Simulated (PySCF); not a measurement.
# Diatomics with 24 electrons

PBE0 in PySCF with def2-TZVPPD on every atom, for the lowest determinant that a PBE0 search found; no spin–orbit coupling. All have 24 electrons, 12 of them in the valence shells, and the same state, a triplet (π ↑↑). For ions De leads to the atom and ion picked by measured ionisation energies and electron affinities.

```tsv
species	difference of nuclear charges	Re (Å)	ωe (cm⁻¹)	k (mdyn/Å)	De (eV)	dissociates to
SiF⁻	5	1.703	651	2.82	3.53	Si + F⁻
CCl⁻	11	1.848	516	1.40	2.02	C + Cl⁻
PF	6	1.595	855	5.07	4.72	P + F
SO	8	1.479	1202	9.07	5.49	S + O
SF⁺	7	1.505	1048	7.71	4.01	S⁺ + F
```

Question: Which member of the whole set has the stiffest bond, and how does it compare with the softest?

Answer: SO with k = 9.07 mdyn/Å, 6.5 times that of CCl⁻.

For an ion De counts to the pair picked by the measured ionisation energies or electron affinities, which need not be the lowest pair at this level. The highest Kohn–Sham level is positive in some of these anions. Much of that is self-interaction error, but it also means that the finite basis helps to hold the extra electron. States were picked by a PBE0 search and need not be the measured ground states.
